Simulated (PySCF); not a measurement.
## Protonation sites of 4-aminopyrazole

System: 4-aminopyrazole, `Nc1cn[nH]c1` (C3H5N3). Coordinates in Å; atoms count from 1 in this order:
```
N     1.8578   -0.1005    0.2168
C     0.4796    0.0272    0.0773
C    -0.2760    1.2279    0.0426
N    -1.5794    0.9855   -0.0343
N    -1.6818   -0.3297   -0.0472
C    -0.4811   -0.9711    0.0164
H     2.2306   -0.9644   -0.1589
H     2.3720    0.6891   -0.1563
H     0.0917    2.2534    0.0744
H    -2.5956   -0.7578   -0.1020
H    -0.3997   -2.0553    0.0210
```

These are calculated values, ωB97X-D3(BJ)/def2-TZVP in PySCF (grid level 2) at geometries from PBE0-D3(BJ)/def2-SVP. Thermal corrections: PBE0-D3(BJ)/def2-SVP frequencies, unscaled, ideal gas at 298.15 K and 1 bar, quasi-RRHO entropy.

| site | product | PA / kJ/mol | GB / kJ/mol | gas share | above best in methanol / kJ/mol |
| --- | --- | --- | --- | --- | --- |
| N4 (pyridine-type nitrogen) | `Nc1c[nH][nH+]c1` | 928 | 898 | > 99.9 % | 9.0 |
| C6 (aromatic carbon) | `[NH2+]=C1C=NNC1` | 892 | 860 | < 0.1 % | 46.3 |
| N1 (aryl amine nitrogen) | `[NH3+]c1cn[nH]c1` | 886 | 856 | < 0.1 % | 0.0 |
| C3 (aromatic carbon) | `NC1=C[NH+]=NC1` | 857 | 824 | < 0.1 % | 83.2 |
| N5 (pyrrole-type nitrogen) | `NC1=C[NH2+]N=C1` | 826 | 794 | < 0.1 % | 101.9 |

PA is −ΔH and GB is −ΔG of B + H⁺ → BH⁺ in the gas phase. Shares are Boltzmann weights among the listed products; an error of 10 kJ/mol changes a ratio about 56-fold. Sites whose products fell apart, merged with another or lost in a GFN2-xTB screen aren't listed. Values in solvent are IEF-PCM free energies relative to the most favourable product.

Among these, N4 (pyridine-type nitrogen) wins by 39 kJ/mol in gas-phase free energy over C6.

In methanol the product from N1 is solvated 265 kJ/mol more strongly than the parent (electrostatics only); N1 comes first there, though a continuum can't settle small differences.

Measured values (NIST Chemistry WebBook, evaluated or the median of agreeing entries): proton affinity (−ΔH) 908 kJ/mol (computed 928, difference 20); gas-phase basicity (−ΔG) 874 kJ/mol (computed 898, difference 24). These are compared with the most favourable site that keeps the skeleton.

Known limits: the order of C6 and N1 is undecided: the gaps lie inside the method's error (some 10 kJ/mol, one structure a species).

Differences come from unrounded values, so a last digit can differ from that of the printed terms.
